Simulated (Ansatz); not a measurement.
Molecular dynamics, step by step

SiH₄ClF, closed shell, PBE0-D4/def2-SVP (Ansatz 0.2.0). Settings (timestep in fs, temperature in K; T counts 15 degrees of freedom):

```yaml
hamiltonian: {xc: pbe0, dispersion: d4}
md: {n_steps: 60, timestep: 0.75, temperature: 200, ensemble: nve, seed: 909, initial_velocities: maxwell_boltzmann}
```

Start, the saddle point found with PBE0-D4 in triple zeta (not stationary at another level):

Si1  (-0.569, -0.198, 0.052)
F2  (1.273, -0.745, -0.071)
H3  (-0.824, -1.624, -0.281)
H4  (-0.721, 0.016, 1.501)
H5  (-1.547, 0.530, -0.788)
H6  (1.552, 0.273, -0.156)
Cl7  (0.836, 1.749, -0.257)
(Å)

| step | time (fs) | potential energy less the start (meV) | kinetic energy (meV) | T (K) |
| --- | --- | --- | --- | --- |
| 0 | 0.00 | 0.0 | 129.3 | 200 |
| 4 | 3.00 | 48.8 | 81.6 | 126 |
| 8 | 6.00 | 42.0 | 87.7 | 136 |
| 12 | 9.00 | 58.6 | 71.4 | 111 |
| 16 | 12.00 | 57.9 | 72.4 | 112 |
| 20 | 15.00 | 4.2 | 125.1 | 193 |
| 24 | 18.00 | 41.1 | 89.4 | 138 |
| 28 | 21.00 | 11.7 | 117.8 | 182 |
| 32 | 24.00 | 40.0 | 90.4 | 140 |
| 36 | 27.00 | -15.9 | 145.5 | 225 |
| 40 | 30.00 | -69.5 | 199.5 | 309 |
| 44 | 33.00 | -145.3 | 274.9 | 425 |
| 48 | 36.00 | -227.0 | 357.1 | 552 |
| 52 | 39.00 | -298.2 | 428.3 | 663 |
| 56 | 42.00 | -447.6 | 577.1 | 893 |
| 60 | 45.00 | -584.8 | 715.3 | 1107 |

Step 8, positions (Å) and forces (eV/Å):

| atom | x | y | z | Fx | Fy | Fz |
| --- | --- | --- | --- | --- | --- | --- |
| Si1 | -0.592 | -0.196 | 0.059 | 0.103 | 0.086 | -0.820 |
| F2 | 1.299 | -0.748 | -0.072 | 0.008 | 0.512 | -0.031 |
| H3 | -0.838 | -1.606 | -0.361 | 0.098 | -0.169 | 0.205 |
| H4 | -0.697 | 0.004 | 1.510 | -0.170 | 0.002 | 0.184 |
| H5 | -1.612 | 0.459 | -0.850 | 0.298 | 0.137 | 0.431 |
| H6 | 1.586 | 0.290 | -0.163 | -0.240 | -0.457 | 0.063 |
| Cl7 | 0.841 | 1.750 | -0.258 | -0.096 | -0.112 | -0.031 |

Step 48, positions (Å) and forces (eV/Å):

| atom | x | y | z | Fx | Fy | Fz |
| --- | --- | --- | --- | --- | --- | --- |
| Si1 | -0.645 | -0.113 | 0.052 | -0.230 | 1.383 | -0.270 |
| F2 | 1.448 | -0.804 | -0.060 | 0.061 | -1.790 | 0.313 |
| H3 | -0.732 | -1.449 | -0.601 | 0.239 | 0.068 | -0.003 |
| H4 | -0.747 | -0.144 | 1.546 | 0.114 | -0.106 | -0.295 |
| H5 | -1.834 | 0.587 | -0.574 | 0.270 | -0.005 | 0.344 |
| H6 | 1.744 | 0.077 | -0.120 | 0.569 | 1.215 | -0.095 |
| Cl7 | 0.802 | 1.716 | -0.262 | -1.023 | -0.765 | 0.007 |

Step 56, positions (Å) and forces (eV/Å):

| atom | x | y | z | Fx | Fy | Fz |
| --- | --- | --- | --- | --- | --- | --- |
| Si1 | -0.645 | -0.060 | 0.047 | 0.392 | 0.460 | -0.151 |
| F2 | 1.495 | -0.839 | -0.048 | 0.873 | 0.192 | 0.190 |
| H3 | -0.674 | -1.322 | -0.783 | 0.233 | 0.358 | 0.279 |
| H4 | -0.641 | -0.214 | 1.547 | -0.033 | -0.092 | -0.522 |
| H5 | -1.864 | 0.586 | -0.468 | -0.374 | 0.442 | 0.211 |
| H6 | 1.812 | 0.071 | -0.118 | -0.188 | -0.723 | 0.043 |
| Cl7 | 0.772 | 1.692 | -0.262 | -0.902 | -0.636 | -0.050 |

Last step (60):

```xyz
7
angstrom
Si -0.6441 -0.0307 0.0435
F 1.5237 -0.8569 -0.0409
H -0.6133 -1.2134 -0.8403
H -0.5881 -0.2619 1.4698
H -1.9116 0.6340 -0.3845
H 1.8307 -0.0002 -0.1131
Cl 0.7530 1.6770 -0.2625
```

The run took about 26 s on 2 CPU threads of an AMD EPYC 9R45 (shared host).
